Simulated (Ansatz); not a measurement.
## CH$_{4}$S, triplet: from triple and quadruple zeta to the limit

```xyz
6

C    -2.1336    0.0000    0.0000
H    -2.4968    1.0273    0.0000
H    -2.4968   -0.5137    0.8897
H    -2.4968   -0.5137   -0.8897
H    -0.5326    0.0000    0.0000
S     1.0514    0.0000    0.0000
```

Connectivity, by distances: CH3 ··· SH.

Ansatz 0.2.0, UHF determinant, valence electrons correlated. Energies in eV.

```csv
set,X,functions,Hartree–Fock,MP2 correlation,CCSD(T) correlation,time
def2-TZVPP,3,129,-11909.0360,-8.7921,-10.4163,"4.9 s on 1 × NVIDIA H100 80GB HBM3 with 1 thread of AMD EPYC 7R13 Processor (Zen 3), with other jobs on the host"
def2-QZVPP,4,247,-11909.4010,-9.4627,-11.0272,14 s on 1 × NVIDIA H100 80GB HBM3 with 1 thread of AMD EPYC 7R13 Processor (Zen 3) (shared host)
```

Hartree–Fock is taken to follow E(X) = E∞ + A·exp(−7.88·√X), correlation E(X) = E∞ + B·X^−2.97.

Cautions: lower spins were not checked.

Problem. Work out the CCSD(T) energy at the limit, and how far the shortcut misses it that extrapolates MP2 and adds CCSD(T) minus MP2 from the smaller set.

Solution. Hartree–Fock: E∞ = E4 + 0.1377·(E4 − E3) = -11909.4512. Correlation: E∞ = E4 + 0.7407·(E4 − E3) = -11.4797 for CCSD(T) and -9.9594 for MP2. The limit is -11920.9310 eV, 0.503 eV below def2-QZVPP. The shortcut gives a correlation energy of -9.9594 + (-1.6242) = -11.5836, 104 meV lower than the direct value.

Past Ne part of the Hartree–Fock step between the two sets comes from the cores, which don't follow the formula, so the 50 meV that it adds to the total can overshoot; that part largely cancels in differences.
